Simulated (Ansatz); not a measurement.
**How far each method lies from UCCSDT(Q) for H3Si–C, doublet**

Geometry: a PBE0/def2-TZVP stationary point for this spin, not checked as a minimum. The quartet lies 0.3 eV lower here.

```yaml
atoms:
  - { symbol: Si, position_ang: [-0.0027, 0.0000, 0.4927] }
  - { symbol: C, position_ang: [0.0237, 0.0000, -1.3968] }
  - { symbol: H, position_ang: [0.6305, -1.2164, 1.0698] }
  - { symbol: H, position_ang: [0.6307, 1.2163, 1.0698] }
  - { symbol: H, position_ang: [-1.4681, 0.0001, 0.7752] }
```

Basis cc-pVDZ; Ansatz 0.2.0. Only valence electrons are correlated (noble-gas cores frozen), which leaves 11 electrons in 41 orbitals. Prefix R: restricted or restricted open-shell reference; prefix U: unrestricted.

Full CI isn't at hand for all of this; UCCSDT(Q) serves as the reference, and is uncertain by about the last step of the cluster series. The frozen core follows each run's orbitals, which can shift R against U totals by a few meV.

Unrestricted rows (U) aren't spin-pure: their determinants' ⟨S²⟩ exceeds S(S+1) by up to 0.65, so they mix in states of higher spin. For open shells CISD is restricted-active-space CI with the open shells as a complete middle space.

* UHF ⟨S²⟩: 1.395
* T1 diagnostic (RCCSD): 0.0207
* largest doubles amplitude (RCCSD): 0.088
* T1 diagnostic (UCCSD): 0.0423

```tsv
level	E − E(RHF) (eV)
UHF	-0.4235
RMP2	-4.8861
UMP2	-4.8830
RCCSD	-6.1918
UCCSD	-6.2016
RCCSD(T)	-6.3471
UCCSD(T)	-6.3624
```

(1) Estimate how far UCCSDT(Q) in cc-pVDZ lies from RCCSD(T). The table doesn't fix it; the size of (T) and the diagnostics are the guide.

(1) UCCSDT(Q) in cc-pVDZ lies 4.4 kJ/mol below RCCSD(T), which is 29 % of the (T) step (-15.0 kJ/mol). The diagnostics give no warning, yet the rest is a sizeable part of (T). The miss exceeds 1 kcal/mol.

The other levels:

| level | E − E(UCCSDT(Q)) (kJ/mol) | share of correlation (%) | wall time |
| --- | --- | --- | --- |
| CISD | 68.1 | 88.95 | 3.3 s |
| BCCD(T) | 4.3 | 99.30 | 7.5 s |
| RCCSDT | 0.7 | 99.88 | – |
| UCCSDT | 1.0 | 99.83 | – |
| RCCSDT(Q) | 0.0 | 99.99 | 51 s |

The correlation energy at UCCSDT(Q), counted from RHF, is -6.392 eV. That run took 63 s on 1 thread of Arm Neoverse V1, shared host.

Times hold each run's SCF and search for its determinant on a shared host, so for small cases they say little of a method's own cost; they ran on 1 thread of Arm Neoverse V1.
